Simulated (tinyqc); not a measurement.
The integration grid: Kohn-Sham B3LYP on finer and finer grids in the sto-6g basis, for CH2, spin multiplicity 3. Computed by the program tinyqc with PySCF. Self-consistent on each grid; the net force on the molecule should vanish.

Geometry (angstrom):
```
atom,x,y,z
C,0.0000,0.0000,0.0000
H,0.0000,1.0780,0.6620
H,0.0000,-1.0780,0.6620
```

Kohn-Sham energy on Becke grids (radial x angular points per atom):
```
grid,points,residual of the electron count,E (hartree),E - finest (mhartree),largest net force without grid terms (hartree/bohr)
10 x 14,416,-5.29e-03,-39.010937,-7.844027,1.68e-02
15 x 26,1164,3.99e-03,-39.006842,-3.749020,8.17e-03
20 x 50,2994,-3.69e-05,-39.003866,-0.772945,3.07e-03
30 x 86,7730,4.35e-05,-39.003099,-0.005979,1.02e-04
50 x 194,29082,5.06e-06,-39.003095,-0.001886,8.54e-07
75 x 302,67856,5.96e-07,-39.003094,-0.000278,1.56e-06
120 x 590,212228,2.15e-08,-39.003093,0.000000,5.61e-08
```

What does the comparison show, and why?

The energy is within 0.1 mhartree of the finest grid first at 30 x 86. The error has one sign here, though quadrature is not variational. The electron count and the net force are cheap signs of a poor grid.
